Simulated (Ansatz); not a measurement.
**AlH₄NSi: basis-set convergence**

An exercise on one series of results from a longer session: the logs are not shown, and one member is left open.

Program: Ansatz 0.2.0, Gaussian basis. Level of theory: one geometry, several basis sets. These are calculated values, not measurements.

The runs, in order: PBE0-D4/def2-SVP; ωB97M-V/def2-SVP; PBE0-D4/def2-QZVPP; ωB97M-V/def2-QZVPP; the functionals' def2-TZVPP values are taken from earlier runs.

### The geometry

All runs share one geometry, relaxed beforehand with PBE0-D4 in a triple-zeta def2 set.

SMILES `[NH]1[AlH][SiH2]1`, 7 atoms, charge 0, spin multiplicity 1.

Atoms are counted from 1 here; the program's logs count them from 0.

Bond lengths: N1–Al2 1.773 Å, N1–Si3 1.763 Å, N1–H4 1.008 Å, Al2–Si3 2.300 Å, Al2–H5 1.579 Å, Si3–H6 1.493 Å, Si3–H7 1.493 Å. Angles: Al2–N1–Si3 81.1°, Al2–N1–H4 148.7°, Si3–N1–H4 130.2°, N1–Al2–Si3 49.2°, N1–Al2–H5 135.9°, Si3–Al2–H5 174.8°, N1–Si3–Al2 49.6°, N1–Si3–H6 115.9°, N1–Si3–H7 115.9°, Al2–Si3–H6 126.6°, Al2–Si3–H7 126.6°, H6–Si3–H7 106.2°.

Set-up of the first run:

in.yaml reads:

```yaml
crystal:
  periodic: [false, false, false]
  atoms:
    - {symbol: N, position_ang: [-0.288734, -0.037401, -0.846897]}
    - {symbol: Al, position_ang: [0.490543, -1.377637, 0.014055]}
    - {symbol: Si, position_ang: [-0.001416, 0.762231, 0.698153]}
    - {symbol: H, position_ang: [-0.717724, 0.310809, -1.690507]}
    - {symbol: H, position_ang: [0.883165, -2.868412, -0.325831]}
    - {symbol: H, position_ang: [-1.219005, 1.201378, 1.442533]}
    - {symbol: H, position_ang: [0.914372, 1.941032, 0.662996]}
basis:
  gaussian: {orbitals: def2-SVP}
hamiltonian: {xc: pbe0, dispersion: d4}
output: {orbitals: {seedname: orbitals}}
```

Run with:

```
$ ansatz run in.yaml --threads 2 --pin off --events-out ev --progress --plain --max-ram 4352MiB
```

Steps of the session up to this table: PBE0-D4 in def2-SVP; ωB97M-V in def2-SVP; PBE0-D4 in def2-QZVPP; ωB97M-V in def2-QZVPP.

One of the session's tables, all rows but one given; the rest of the session is left out.

```
functional       basis  HOMO (eV)
   PBE0-D4    def2-SVP      -6.49
   PBE0-D4  def2-TZVPP      -6.49
   PBE0-D4  def2-QZVPP      -6.50
   ωB97M-V    def2-SVP      -8.40
   ωB97M-V  def2-TZVPP      -8.43
   ωB97M-V  def2-QZVPP          ?
```

**Question.** Estimate the row for ωB97M-V, def2-QZVPP.

The run gave: HOMO (eV): -8.45. In the column «HOMO (eV)» it is the lowest.
